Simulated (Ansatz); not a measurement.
A made-up structure of MgSiH$_{2}$O, singlet:

| atom | x (Å) | y (Å) | z (Å) |
| --- | --- | --- | --- |
| O1 | -0.3829 | -0.0147 | 1.2110 |
| Mg2 | 1.3534 | -0.7970 | 1.4461 |
| Si3 | -0.1158 | 0.1035 | -0.3616 |
| H4 | 2.7165 | -1.7150 | 1.9539 |
| H5 | 0.0442 | 1.4495 | -0.9853 |

It is relaxed with PBE-D4/def2-SVP and then PBE0-D4/def2-TZVP (Ansatz 0.2.0). Atoms count as bonded within 1.22 times the sum of their covalent radii (H–H: 0.88 Å). The end point is not checked to be a true minimum.

Problem. Does its bonding change? (A judgement: the text doesn't fix the answer.)

Solution. By the calculation: Yes. Formed: none; broken: Mg2–Si3.

Where it ends: The first stage lowers the energy by 0.91 eV in 17 steps. It ends as MgSiH₂O ([MgH][O][SiH]):
```xyz
5
angstrom
O 0.7617 -0.0782 0.2474
Mg 1.5359 -1.0446 1.5665
Si 0.1582 0.7512 -1.0017
H 2.2736 -1.9510 2.7819
H -1.1140 1.3489 -0.3302
```

Labels in which every atom is bracketed show which atoms are joined, not bond orders.

For scale, one of the runs: PBE0-D4/def2-TZVP relaxation, 112 basis functions, launched by `ansatz run in.yaml --threads 2 --pin off --events-out ev --progress --plain --max-ram 4352MiB`. Hardware: 2 CPU threads of an Intel Xeon Platinum 8488C, shared host. Wall time about 9.5 s.
